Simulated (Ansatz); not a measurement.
Input for Ansatz (development build ahead of 0.2.0):

```yaml
crystal:
  periodic: [false, false, false]
  atoms:
    - { symbol: C, position_ang: [0.0, 0.0, 0.0] }
    - { symbol: S, position_ang: [0.0, 0.0, 1.42025] }
basis:
  gaussian: { orbitals: def2-SVP }
total_charge: 1
magnetization:
  initial_magnetization: 1
hamiltonian:
  xc: hf
correlation:
  method: ccsd_t
  frozen_orbitals: { C: 1, S: 5 }
```

The input is written out in the form of the current development build from the run's settings. Correlation on restricted open-shell orbitals is semicanonical, with singles.

Output:

| Quantity | Value |
| --- | --- |
| Converged | yes |
| Reference energy | -434.77060 hartree |
| Correlation energy | -0.25542 hartree |
| Total energy | -435.02601 hartree |
| Stability test | minimum among restricted orbitals |
